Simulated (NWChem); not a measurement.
Species: acetylene (C₂H₂); SMILES C#C

All runs: NWChem. Pople sets run with spherical d functions. All runs use the structure optimised with PBE0-D3(BJ)/def2-TZVP. Static field.

| level | basis functions | isotropic polarisability (bohr³) | anisotropy (bohr³) |
|---|---|---|---|
| PBE/6-31G* | 32 | 14.5 | 19.6 |
| PBE/6-31+G* | 40 | ___ | ___ |
| PBE/def2-SVP | 38 | 16.0 | 19.1 |
| PBE/def2-SVPD | 56 | 22.3 | 12.9 |
| PBE/def2-TZVP | 74 | 20.0 | 15.8 |
| PBE/aug-cc-pVDZ | 64 | 23.2 | 12.9 |
| PBE/Sadlej pVTZ | 66 | 23.7 | 12.6 |

Fill in the missing entries.


- PBE/6-31+G*, isotropic polarisability (bohr³): 19.0
- PBE/6-31+G*, anisotropy (bohr³): 17.9
